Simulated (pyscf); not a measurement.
**Substitution at N: Cl–GeH₂• (SMILES [Cl][GeH2]) + NH₃ (SMILES N) -> H₂N–GeH₂–Cl (SMILES [NH2][GeH2][Cl]) + H• (SMILES [H])**

Gas phase, doublet surface, charge 0. Bonds broken: N5–H7. Bonds formed: Ge1–N5. Structures and frequencies: ωB97X-D3(BJ)/def2-SVP in PySCF.

Transition state (Å):

```xyz
8

Ge     0.5811     0.1878    -0.7361
Cl    -0.3266     0.3068    -2.7330
H      1.8819     0.9929    -0.7968
H      0.8163    -1.2976    -0.4490
N     -0.3261     0.8526     0.8633
H     -0.5546     1.8405     0.7140
H     -0.0761     0.9471     2.2532
H     -1.2335     0.3817     0.9353
```

One imaginary mode, 1520i cm⁻¹; descent along it reached the two sides named, in the forms told below.

```json
[
 {"bond": "N5–H7", "change": "breaks", "reactant side (Å)": "1.021", "saddle": "1.415", "product side": "3.2"},
 {"bond": "Ge1–N5", "change": "forms", "reactant side (Å)": "2.541", "saddle": "1.955", "product side": "1.815"}
]
```

Electronic energies relative to the separated reactants (kJ/mol):

| level | barrier | reaction energy | reverse barrier |
|---|---|---|---|
| ωB97X-D3(BJ)/def2-TZVP | 131.2 | +76.1 | 55.1 |
| PBE/def2-TZVP | 97.7 | +95.2 | 2.5 |
| r²SCAN/def2-TZVP | 104.4 | +93.0 | 11.5 |
| B3LYP-D3(BJ)/def2-TZVP | 115.2 | +100.0 | 15.1 |
| PBE0-D3(BJ)/def2-TZVP | 112.1 | +85.6 | 26.5 |
| M06-2X/def2-TZVP | 133.9 | +85.5 | 48.4 |
| ωB97M-D3(BJ)/def2-TZVP | 137.4 | +92.5 | 44.9 |
| HF/def2-TZVP | 192.2 | +73.2 | 119.0 |

With ωB97M-D3(BJ)/def2-TZVP energies and thermal terms (ideal gas, 1 atm, RRHO with modes under 100 cm⁻¹ raised to 100, one conformer, R ln 2 for rigid chiral ones), in kJ/mol:

```csv
T (K),ΔH‡,ΔG‡,ΔH,ΔG
298,124.3,167.8,+76.4,+90.3
600,126.9,211.1,+82.3,+102.2
900,131.2,252.3,+88.8,+110.8
1200,135.5,292.0,+94.8,+117.2
```

On the reactant side the descent ends in a bound adduct, 34.8 kJ/mol under the separated species and 166.1 kJ/mol under the saddle at ωB97X-D3(BJ)/def2-TZVP. This is the saddle that the search found; another between the same sides may lie lower. The angle at the attacked N is 138°. Elements up to Kr have no core potential and no relativistic terms here.
